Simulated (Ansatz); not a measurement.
C$_{3}$H$_{5}$ClO, SMILES `OC/C=C/Cl` at its PBE0-D4/def2-TZVP geometry, where that method's forces vanish. Charge 0, multiplicity 1.

```xyz
10

O    -0.4174   -1.8626   -0.6646
C     0.4359   -0.9591    0.0085
C    -0.2935    0.2512    0.4885
C     0.0387    1.4730    0.1034
Cl   -0.7773    2.8937    0.6239
H    -0.8394   -1.3889   -1.3869
H     0.8373   -1.5174    0.8589
H     1.2863   -0.6618   -0.6200
H    -1.1341    0.0950    1.1579
H     0.8635    1.6770   -0.5696
```

Q: What forces (eV/Å) does ωB97M-V/def2-TZVPP give on these atoms in Ansatz? (Best estimate.)

A: Computed: 
```
O1  -0.161 -0.077 -0.160
C2   0.338 -0.038  0.109
C3  -0.112  0.222  0.063
C4   0.165 -0.263 -0.109
Cl5 -0.130  0.187  0.089
H6   0.016 -0.047  0.034
H7  -0.031  0.060 -0.083
H8  -0.077 -0.025  0.051
H9   0.058  0.027 -0.049
H10 -0.066 -0.044  0.055
```
